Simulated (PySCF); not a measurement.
**Multinuclear NMR of pyrazine**

Mapped SMILES: `[cH:1]1[cH:2][n:3][cH:4][cH:5][n:6]1`; H(Xn) means a hydrogen on atom n.

- J couplings at B3LYP/pcJ-1 (spin–dipole term only in couplings to heteroatoms)
- shieldings: GIAO PBE0/pcSseg-1
- coordinates at the GFN2-xTB level
- program: PySCF
- non-relativistic, single conformer, averaged over atoms made equivalent by symmetry, fast rotation or ring inversion, in vacuum

Where does 15N resonate?

Answers


```csv
atoms,environment,σ (ppm),δ (ppm)
N3/N6,pyridine-type ring nitrogen,-112.6,-44.3
```

Shieldings were converted by a linear fit to measured shifts: 15N (scatter 6.3 ppm rms vs CH3NO2, solution or neat liquid). A few per cent of atoms miss by over 2 rms, more outside the fitted compound classes. Couplings are scaled by factors fitted to measured values: 3J(H,H) × 0.92 (rms 0.5 Hz); all others are unscaled and can be 10–30 % off.

Couplings (the largest are listed; each averaged over equivalent pairs): 2J(N3,H(C2)) = -11.4 Hz, 2J(C1,N3) = 1.2 Hz, 3J(N3,N6) = 2.1 Hz. Signs are for 15N, whose magnetogyric ratio is negative.

On a 500 MHz spectrometer 15N resonates near 50.7 MHz, so 1 ppm is 50.7 Hz.
